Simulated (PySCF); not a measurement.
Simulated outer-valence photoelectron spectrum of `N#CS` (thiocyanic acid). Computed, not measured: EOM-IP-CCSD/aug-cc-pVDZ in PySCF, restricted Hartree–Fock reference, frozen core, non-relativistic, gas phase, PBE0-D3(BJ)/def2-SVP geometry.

Each root has a Gaussian of 0.4 eV full width with its one-hole share as area; cross sections and vibrations are left out, and the highest printed point is 100.

| ionisation energy (eV) | intensity |
| --- | --- |
| 10.2 | 0 |
| 10.4 | 8 |
| 10.6 | 56 |
| 10.8 | 100 |
| 11.0 | 44 |
| 11.2 | 5 |
| 11.4 | 0 |
| 11.6 | 0 |
| 11.8 | 0 |
| 12.0 | 0 |
| 12.2 | 1 |
| 12.4 | 15 |
| 12.6 | 75 |
| 12.8 | 97 |
| 13.0 | 74 |
| 13.2 | 99 |
| 13.4 | 51 |
| 13.6 | 17 |
| 13.8 | 62 |
| 14.0 | 95 |
| 14.2 | 37 |
| 14.4 | 4 |
| 14.6 | 0 |
| 14.8 | 2 |
| 15.0 | 26 |
| 15.2 | 89 |
| 15.4 | 75 |
| 15.6 | 16 |
| 15.8 | 1 |
| 16.0 | 0 |
| 16.2 | 0 |
| 16.4 | 0 |
| 16.6 | 0 |
| 16.8 | 0 |
| 17.0 | 0 |
| 17.2 | 0 |
| 17.4 | 0 |
| 17.6 | 3 |
| 17.8 | 35 |
| 18.0 | 94 |
| 18.2 | 63 |
| 18.4 | 11 |
| 18.6 | 0 |

Task: Where are the maxima, and how many lines lie under the curve?

Result: 6 maxima, at 10.8, 12.7, 13.2, 14.0, 15.3 and 18.0 eV, from 6 lines.

Task: List the lines with their holes.

Result: 
| E (eV) | leading hole (HF orbital) | area | Koopmans (eV) |
| --- | --- | --- | --- |
| 10.78 | HOMO | 0.96 | 11.13 |
| 12.73 | HOMO-1 | 0.95 | 12.91 |
| 13.21 | HOMO-3 | 0.92 | 15.36 |
| 13.96 | HOMO-2 | 0.93 | 14.65 |
| 15.28 | HOMO-4 | 0.94 | 16.29 |
| 18.04 | HOMO-5 | 0.93 | 19.50 |

The widest gap, 2.76 eV, lies between 15.28 and 18.04 eV. Only orbitals with −ε under 21 eV, eight at most, were ionised, so the high end of the curve may lack lines.
